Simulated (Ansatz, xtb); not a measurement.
# Two isomers of C4H7FO

We compare a, `CC(C)(F)C=O`, a singlet, with b, `CC[C@@H](F)C=O`, a singlet. Both are isolated molecules in the gas phase, relaxed with B3LYP-D3(BJ)/def2-SVP, each in the lowest conformer that the search found.

Quicker runs give these differences E(b) − E(a): GFN2-xTB +12.9 kJ/mol; HF/STO-3G +10.2 kJ/mol (at GFN2-xTB geometries); r2SCAN-D4/def2-SVP +22.4 kJ/mol (at GFN2-xTB geometries).

Problem. Estimate E(b) − E(a) at the level CCSD(T)/def2-SVP + ΔMP2/def2-TZVPP.

Solution. Calculated at CCSD(T)/def2-SVP + ΔMP2/def2-TZVPP: E(b) − E(a) = +21.4 kJ/mol, so structure a lies lower.

How the difference moves with the method:

| level | geometry | E(b) − E(a) (kJ/mol) | departure from the last row (kJ/mol) | job, with rough time for the two |
| --- | --- | --- | --- | --- |
| GFN2-xTB | GFN2-xTB | +12.9 | −8.5 | optimisation, 0.19 s |
| HF/STO-3G | GFN2-xTB | +10.2 | −11.1 | single point, 0.42 s |
| r2SCAN-D4/def2-SVP | GFN2-xTB | +22.4 | +1.0 | single point, 5.6 s |
| B3LYP-D3(BJ)/def2-SVP | B3LYP-D3(BJ)/def2-SVP | +17.9 | −3.5 | optimisation, 67 s |
| HF/def2-SVP | B3LYP-D3(BJ)/def2-SVP | +14.9 | −6.5 | part of the CCSD(T) run |
| MP2/def2-SVP | B3LYP-D3(BJ)/def2-SVP | +21.7 | +0.3 | part of the CCSD(T) run |
| CCSD(T)/def2-SVP | B3LYP-D3(BJ)/def2-SVP | +20.5 | −0.9 | single point |
| CCSD(T)/def2-SVP + ΔMP2/def2-TZVPP | B3LYP-D3(BJ)/def2-SVP | +21.4 |  | single point, 80 s |

As drawn, both hold the same kinds of bond in the same numbers. Structure a has 2 methyl groups, b 1.

None of the levels shown reverses the order. The largest departure from CCSD(T)/def2-SVP + ΔMP2/def2-TZVPP is that of HF/STO-3G, 11.1 kJ/mol. The last row adds to CCSD(T) the change of the MP2 difference between the two basis sets, here +0.9 kJ/mol.

With thermal terms from frequencies at re-optimised GFN2-xTB minima (ideal gas, soft modes damped towards free rotors, one conformer each, 298.15 K, 1 atm): on the last row, ΔE + ΔZPE = +24.0, ΔH = +23.1, ΔG = +23.4 kJ/mol.

The correlated steps freeze 6 core orbitals. Mirror images aren't counted in ΔG. Programs: Ansatz 0.2.0, xtb 6.7.1; the last row on 2 threads of Arm Neoverse V1 on a shared host.
